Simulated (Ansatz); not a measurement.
C3H4ClF (`C=C(Cl)CF`). Total charge 0; spin multiplicity 1.

```xyz
9

C    -0.505   -1.021    0.822
C    -0.420    0.156    0.232
Cl   -1.578    1.414    0.498
C     0.643    0.585   -0.725
F     1.554   -0.421   -0.930
H     0.249   -1.770    0.617
H    -1.308   -1.257    1.506
H     0.195    0.854   -1.688
H     1.170    1.461   -0.332
```

Q: List the harmonic frequencies (cm⁻¹, unscaled) at PBE0-D4/def2-TZVP in Ansatz. (An estimate is asked.)

A: Computed: 123, 244, 345, 429, 452, 724, 748, 925, 943, 1042, 1099, 1178, 1264, 1404, 1422, 1484, 1730, 3049, 3094, 3185, 3283.

Q: Is this a minimum?

A: Yes, all 21 modes are real.

Q: Give the ideal-gas thermochemistry at 298.15 K and 1 bar (rigid rotor, harmonic oscillator; point group Cs, symmetry number 1).

A: Zero-point energy 168.5 kJ/mol; H(298) − E = 185.0 kJ/mol; entropy 313.0 J/(mol·K), of which translation 165.6, rotation 110.9, vibration 36.5; G(298) − E = 91.6 kJ/mol.

Q: Rotational constants (cm⁻¹)?

A: 0.2836, 0.0804, 0.06339.
